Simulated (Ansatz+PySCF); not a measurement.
Results of a calculation; reference values are marked as such.
**Several solutions for triplet O₂**

```xyz
2

O     0.0000    0.0000   -0.5941
O     0.0000    0.0000    0.5941
```

Basis set: def2-SVP (spherical functions). Charge 0, multiplicity 3.

CASSCF(4,4) was run from several starts with Ansatz (development build ahead of 0.2.0) and PySCF 2.14.0. The starts are those of the Hartree–Fock orbitals from which the active space was taken at the frontier.

| run | program | start | converged | energy (hartree) | <S²> |
| --- | --- | --- | --- | --- | --- |
| A | Ansatz | search for the lowest state | yes | -149.49906 | 2.00 |
| B | Ansatz | stability test followed | yes | -149.49906 | 2.00 |
| C | PySCF | program defaults | yes | -149.49173 | 2.00 |
| D | Ansatz | atomic start, no search | yes | -149.49906 | 2.00 |

(1) Which runs reached the lowest solution of this kind, and what is wrong with the others?

Results:

(1) A, B, D reached the lowest solution found. Converged but too high: C by 0.20 eV. Convergence only shows a stationary point; in CASSCF the end hangs on which orbitals enter the active space. Caution: other starts end on other solutions of this active space.
